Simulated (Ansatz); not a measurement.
```yaml
crystal:
  periodic: [false, false, false]
  atoms:
    - {symbol: F, position_ang: [-1.325794, 0.491620, 1.022931]}
    - {symbol: C, position_ang: [-0.132126, 0.664012, 0.361593]}
    - {symbol: C, position_ang: [0.312013, -0.617262, -0.282365]}
    - {symbol: Cl, position_ang: [-0.747388, -1.095274, -1.627743]}
    - {symbol: H, position_ang: [-0.262146, 1.454939, -0.381804]}
    - {symbol: H, position_ang: [0.620731, 0.974422, 1.095437]}
    - {symbol: H, position_ang: [0.308192, -1.432691, 0.440471]}
    - {symbol: H, position_ang: [1.318617, -0.496867, -0.684320]}
basis:
  gaussian: {orbitals: LANL2DZ}
total_charge: 1
magnetization: {spin_polarized: true, initial_magnetization: 1}
hamiltonian: {xc: {name: r2SCAN}, dispersion: d3bj}
output: {forces: true}
```

```sh
$ ansatz run in.yaml --threads 4 --pin off --events-out ev --progress --plain --max-ram 10444MiB
```

**Question.** How does Ansatz answer? (An estimate is asked.)

**Answer.** The calculation gave: The program refused the input.
```
Error: <dir> can't be read: No such file or directory (os error 2)
```
